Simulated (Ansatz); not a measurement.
`N[SiH2]` radical, 6 atoms. Charge 0, multiplicity 2. All runs use 2 threads of a server CPU on a shared host. Correlated methods freeze the cores. Open-shell runs search over several starts.

Task: Give the basis size and wall time and peak host memory of each of these runs in Ansatz. UKS r2SCAN-D4/def2-TZVPP energy and forces; UHF-MP2/def2-QZVPP energy; UKS PBE0-D4/def2-SVP energy; UKS HSE06-D4/def2-TZVPP energy; UKS PBE0-D4/def2-TZVP relaxation (7 steps); UHF-CCSD(T)/def2-TZVPP energy; UKS CAM-B3LYP-D4/def2-TZVPP energy; UKS ωB97M-V/def2-SVP energy; direct RPA on PBE orbitals/def2-TZVPP energy; UKS PBE0-D4/def2-TZVP frequencies; UKS PBE0-D4/def2-QZVPP energy; UHF-CCSD(T)/def2-SVP energy. (Best estimate.)

Result: Computed: Other jobs shared the machine, so times are rough.

| level | job | functions | wall time | peak host memory (GiB) |
| --- | --- | --- | --- | --- |
| UKS PBE0-D4/def2-SVP | energy | 52 | 0.75 s | 0.12 |
| UHF-CCSD(T)/def2-SVP | energy | 52 | 0.9 s | 0.16 |
| UKS HSE06-D4/def2-TZVPP | energy | 129 | 1.6 s | 0.24 |
| UKS CAM-B3LYP-D4/def2-TZVPP | energy | 129 | 1.7 s | 0.25 |
| UKS r2SCAN-D4/def2-TZVPP | energy and forces | 129 | 2.4 s | 0.18 |
| direct RPA on PBE orbitals/def2-TZVPP | energy | 129 | 2.4 s | 0.25 |
| UKS ωB97M-V/def2-SVP | energy | 52 | 2.6 s | 0.22 |
| UKS PBE0-D4/def2-QZVPP | energy | 247 | 3.5 s | 0.54 |
| UHF-MP2/def2-QZVPP | energy | 247 | 4.6 s | 0.65 |
| UKS PBE0-D4/def2-TZVP | relaxation (7 steps) | 92 | 9 s | 0.18 |
| UHF-CCSD(T)/def2-TZVPP | energy | 129 | 11 s | 1.3 |
| UKS PBE0-D4/def2-TZVP | frequencies | 92 | 27 s | 0.17 |

HSE06 is defined as in plane-wave codes.
